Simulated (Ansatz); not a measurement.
System: diamond-structure Si. Method: PBE (Ansatz, a first-principles code, PAW).

Numerical settings: plane-wave cutoff 520 eV, 12×12×12 k mesh, perturbation theory, scalar-relativistic PAW data made under PBE.

The cell has the measured lattice: a = b = c = 5.4300 Å, α = β = γ = 90.00°.

### Question
Predict the electronic dielectric constant ε∞ and zone-centre TO phonon frequency.

### Answer

* **electronic dielectric constant ε∞**: 12.9
* **zone-centre TO phonon frequency**: 514 cm⁻¹

Measured, for comparison: high-frequency dielectric constant 11.8 (300 K, not corrected to a static lattice, our sources range from 11.7 to 12.1; as tabulated in Skelton et al. (2020), arXiv:2005.00277); zone-centre TO phonon frequency 525 cm⁻¹ (low temperature, zero-point motion not removed; as tabulated in Tanner et al. (2021), arXiv:2110.11888). Computed (rounded) less measured: high-frequency dielectric constant +9 % (+7 % to +10 % over the range), zone-centre TO phonon frequency -2 %.

Note: the cell isn't this level's own, so it is under some stress, which shifts stiffness and frequencies.
